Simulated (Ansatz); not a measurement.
Geometry optimisation, RKS CAM-B3LYP/cc-pVDZ (Ansatz).

Input:

```yaml
crystal:
  periodic: [false, false, false]
  atoms:
    - { symbol: Si, position_ang: [0.0, 0.0, 0.0] }
    - { symbol: O, position_ang: [1.0382, 0.0, 1.5673] }
    - { symbol: Si, position_ang: [-0.2765, -0.4067, 2.5309] }
    - { symbol: H, position_ang: [-1.2008, -1.2403, 1.7677] }
    - { symbol: H, position_ang: [0.1876, -1.1432, 3.7029] }
    - { symbol: H, position_ang: [-0.9605, 0.8095, 2.9606] }
    - { symbol: H, position_ang: [1.629, 0.0, 0.3193] }
    - { symbol: H, position_ang: [-0.6877, 1.1914, -0.4862] }
    - { symbol: H, position_ang: [-0.6877, -1.1914, -0.4862] }
basis:
  gaussian: { orbitals: cc-pVDZ }
hamiltonian:
  xc: cam_b3lyp
relax:
  f_tol: 0.15
  max_steps: 25
  restrain:
    - { distance: [1, 6], at: 1.01, k: 30.0 }
    - { distance: [0, 1], at: 2.88, k: 30.0 }
    - { distance: [0, 6], at: 2.66, k: 30.0 }
```

Launched with:

```bash
$ ansatz run input.yaml --threads 2 --pin off --max-ram 3072MiB --backend cpu --events-out ev --progress --plain --runs-dir out
```

Problem. Where does it end, and by what steps?

Solution. The run converged. The restraints hold the end off the free minimum. After 10 steps the energy has fallen by 1.789 eV (the restraints' own energy left out); Si1 moved furthest, 1.21 Å. Parted: Si1–O2 (1.88 → 2.86 Å). Joined: O2–H7 (1.38 → 0.99 Å).

```csv
step,energy less start (eV),largest force component (eV/Å),accepted
0,0.0000,4.960,yes
1,1.2543,7.212,yes
2,2.2443,6.962,yes
3,1.5492,5.633,yes
4,0.1944,4.232,yes
5,-0.7793,1.660,yes
6,-1.2616,0.757,yes
7,-1.5119,1.370,yes
8,-1.5822,1.854,yes
9,-1.7454,1.394,yes
10,-1.7892,1.048,yes
```

```xyz
9
Properties=species:S:1:pos:R:3
Si 0.088 0.194 -1.194
O 0.877 0.159 1.552
Si -0.157 -0.438 2.766
H -1.052 -1.497 2.217
H 0.627 -1.017 3.899
H -0.933 0.741 3.221
H 1.409 -0.482 1.027
H -0.932 1.275 -0.841
H -0.885 -0.915 -0.770
```

Run time: 22 s on 2 threads of Arm Neoverse V1 (shared host), peak memory 0.18 GiB.
